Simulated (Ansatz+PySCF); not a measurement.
Results of a calculation; reference values are marked as such.
## Ansatz (development build ahead of 0.2.0) run

```yaml
crystal:
  periodic: [false, false, false]
  atoms:
    - { symbol: C, position_ang: [-0.00985, -0.92763, -0.06684] }
    - { symbol: O, position_ang: [-0.00643, -0.91863, 1.12459] }
    - { symbol: O, position_ang: [0.00595, 0.14404, -0.84166] }
    - { symbol: C, position_ang: [0.00738, 1.40462, -0.18815] }
    - { symbol: H, position_ang: [-0.008, -1.8392, -0.70203] }
    - { symbol: H, position_ang: [-0.00381, 2.16313, -0.95877] }
    - { symbol: H, position_ang: [-0.88352, 1.50023, 0.45187] }
    - { symbol: H, position_ang: [0.88457, 1.49888, 0.45235] }
basis:
  gaussian: { orbitals: def2-SVP }
magnetization:
  spin_polarized: true
hamiltonian:
  xc: hf
correlation:
  method: mp2
  frozen_orbitals: { C: 1, H: 0, O: 1 }
```

The input is written out in the form of the current development build from the run's settings.

Output:

```yaml
Converged: yes
Reference_energy: -227.61512 hartree
Correlation_energy: -0.63364 hartree
Total_energy: -228.24875 hartree
Spin_squared_of_the_determinant: 0.000
Stability_test: minimum
```
